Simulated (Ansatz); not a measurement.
`O[SiH2]O` + Cl• → `[O][SiH2]O`• + HCl at 298.15 K and 1 bar (hydrogen abstraction from the O–H bond).

Gas-phase electronic energies from Ansatz, PBE0-D4/def2-TZVP geometries. CCSD(T)/CBS adds triple-zeta CCSD(T) − MP2 to the extrapolated MP2 energy (def2 sets, frozen cores). This one scheme is used for every species, atoms too. No spin–orbit coupling; open shells (•) take unrestricted orbitals. Spin–orbit coupling would lower the free atoms: a little for Cl. Each species was taken in one conformer, which may not be the lowest.

| species | CCSD(T)/CBS energy (Eh) | H − E (kJ/mol) | S (J/(mol·K)) |
| --- | --- | --- | --- |
| `O[SiH2]O` | -441.92975 | 134.7 | 276.7 |
| Cl• | -459.70966 | 6.2 | 168.3 |
| `[O][SiH2]O`• | -441.22596 | 100.1 | 284.6 |
| HCl | -460.38127 | 26.6 | 186.8 |

H − E and S are ideal-gas, rigid-rotor, harmonic terms from PBE0-D4/def2-TZVP, for one conformer and one mirror image of each species, with the whole ground term of open shells counted as degenerate. 1 Eh = 2625.50 kJ/mol, R = 8.31446 J/(mol·K).

Task: By hand: ΔE, ΔH, ΔS and ΔG.

Result: ΔE = (-441.22596) + (-460.38127) − (-441.92975) − (-459.70966) = 0.03218 Eh = 84.5 kJ/mol. Δ(H − E) = 100.1 + 26.6 − 134.7 − 6.2 = -14.2, so ΔH = 70.3 kJ/mol. ΔS = 284.6 + 186.8 − 276.7 − 168.3 = 26.4 J/(mol·K). ΔG = 70.3 − 298.15 × (26.4)/1000 = 62.4 kJ/mol.

Task: By hand: the equilibrium constant, and the temperature at which ΔG would vanish if ΔH and ΔS stayed fixed.

Result: log₁₀ K = −ΔG/(RT ln 10) = -10.9. ΔG = 0 at ΔH/ΔS = 2663 K, far beyond where these terms or the molecules hold.

ΔH outweighs TΔS. A doubt of 5 kJ/mol in ΔE shifts log₁₀ K by 0.9 here. Other conformers and mirror images would add mixing entropy, several J/(mol·K) or more a flexible species. These are equilibria of isolated gas molecules and say nothing of rates. Largest T1 diagnostic: 0.019 (customary marks: 0.02 for closed shells, 0.045 for open ones).
